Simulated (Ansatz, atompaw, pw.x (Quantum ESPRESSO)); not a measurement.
technetium (Tc): does the PAW (atompaw) potential hold in the solid?

| Item | Value |
| --- | --- |
| Element | technetium |
| Generator | atompaw 4.2.0.5 |
| Type | PAW |
| Functional | PBEsol |
| Relativity | scalar-relativistic |
| Frozen core | [Kr] |
| Valence charge | 7 |
| Reference configuration | 4d5 5s2 5p0 |
| Partial waves | 5s (bound): rc 3.00 bohr; 5s channel at 3.5 Ry: rc 3.00 bohr; 5p (bound, empty): rc 2.85 bohr; 5p channel at 0.55 Ry: rc 2.85 bohr; 4d (bound): rc 3.00 bohr; 4d channel at 1.5 Ry: rc 1.60 bohr |
| Local potential | bessel scheme, radius 3.00 bohr |
| Core correction | smooth core density matched at 2.10 bohr |
| Augmentation charge | besselshape compensation charge, radius 2.25 bohr; PAW radius 3.00 bohr; waves and projectors: custom rrkj vanderbiltortho |

Atomic tests: cutoffs needed: 10 Ry and 15 Ry (the cutoffs (Ry, on a coarse ladder) from which the occupation-weighted sum of valence levels, in a spherical-Bessel basis at the reference potential, stays within 10 and 1 mRy of its value at 400 Ry); ghost test: no extra level below or beside the all-electron valence levels (s, p, d, f tested) (spherical-Bessel basis up to 400 Ry, 20 bohr box); lowest eigenvalue of the overlap operator: 0.59 (p channel).

Crystal test: bcc Tc in pw.x 7.5, no spin, 15³ k-points, Fermi–Dirac smearing 0.01 Ry, cutoffs 40/400 Ry. The reference is all-electron LAPW (Ansatz 0.2.0) with the same functional, mesh and smearing; V0 and B0 come from Birch–Murnaghan fits to the pressures at five volumes. Errors are pseudo minus all-electron; Δ is the rms difference of the E(V) curves that follow from these fits, minima aligned, over ±6 % about the mean V0. Mesh and smearing are coarse, so the numbers serve the comparison and aren't converged zero-temperature values; the lattice is a test structure that the element need not adopt.

All-electron: a0 = 3.051 Å (V0 = 14.20 Å³/atom), B0 = 316.6 GPa.

Task: How far does the potential miss the all-electron equation of state?

Result: mean pressure error (GPa): +28.64. The pressure does not cross zero within the volumes sampled, so no fit is given. The largest radius (3.00 bohr) exceeds half the bond length (2.50 bohr), so the spheres overlap, which is one possible source of error among others. This is a poor potential for the solid.

```csv
V (Å³/atom),P all-electron (GPa),P pseudo (GPa)
13.494,18.26,53.62
13.849,8.52,40.07
14.204,0.02,28.24
14.559,-7.38,17.93
14.914,-13.82,8.92
```

Task: At the middle volume, how do free energy and pressure move when the wave cutoff is lowered (ecutrho held at 400 Ry)?

Result:

```csv
cutoff (Ry),shift of F (meV/atom),shift of P (GPa)
18,+491.9,+3.10
24,+157.4,-0.24
32,+26.6,-0.42
```

The run at the middle volume (120 k-points, 9 iterations) took about 7.8 s on one core of a shared host (AMD EPYC 9R45 96-Core Processor, 96 threads, 376 GiB, load 34).
